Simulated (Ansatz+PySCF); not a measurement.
## doublet N2(+): levels of theory in one basis

```tsv
atom	x (Å)	y (Å)	z (Å)
N	0.0000	0.0000	-1.6644
N	0.0000	0.0000	1.6644
```

Basis set: cc-pVDZ (spherical functions). Correlated methods keep 2 orbitals frozen. Correlation on ROHF uses semicanonical orbitals with singles. Charge 1, multiplicity 2.

Computed with Ansatz (development build ahead of 0.2.0); each method stands on the lowest determinant of its kind that the runs found. NEVPT2 correlates all electrons. Active spaces start from the frontier orbitals, and the lowest solution found is given.

```csv
method,E − E(ROHF) (eV),<S²> of the determinant
ROHF,0.00,0.75
UHF,-6.86,2.76
ROHF-MP2,-4.66,–
UHF-MP2,-10.27,2.76
UHF-CCSD(T),-11.37,2.76
UHF-CCSDT(Q),-11.69,2.76
"CASSCF(9,8)",-7.24,–
"CASSCF(3,3)",-3.21,–
"SC-NEVPT2(3,3)",-7.67,–
```

(1) What does SC-NEVPT2(9,8) give on the same scale?

(2) Is a single determinant a sound starting point here?

## Answers

(1) -10.60 eV. NEVPT2 here correlates all electrons, so it doesn't share the others' frozen core.

(2) It is doubtful. Unrestricted orbitals lower Hartree–Fock by 6.86 eV and <S²> is 2.76 where a pure state has 0.75, a sign of strong static correlation. The CASSCF(9,8) natural occupations are 2.00, 1.96, 1.01, 1.01, 1.00, 0.99, 0.99, 0.04. The CASSCF(3,3) natural occupations are 1.01, 1.00, 0.99.

Caution for ROHF, ROHF-MP2: an unrestricted determinant lies well below. Caution for ROHF, UHF, ROHF-MP2, UHF-MP2, UHF-CCSD(T), UHF-CCSDT(Q): the charge can sit on one fragment and break the point group; the determinant breaks the point group. Caution for UHF, UHF-MP2, UHF-CCSD(T), UHF-CCSDT(Q): the unrestricted determinant is a mixture of spin states. Caution for ROHF-MP2, UHF-MP2, UHF-CCSD(T), UHF-CCSDT(Q): bonds are stretched, where a single reference can fail. Caution for ROHF-MP2, UHF-MP2: another reference gives a lower total. Caution for UHF-CCSD(T): the program doubts this total. Caution for UHF-CCSDT(Q): the amplitudes may be one of several solutions. Caution for CASSCF(3,3): other starts end on other solutions of this active space.
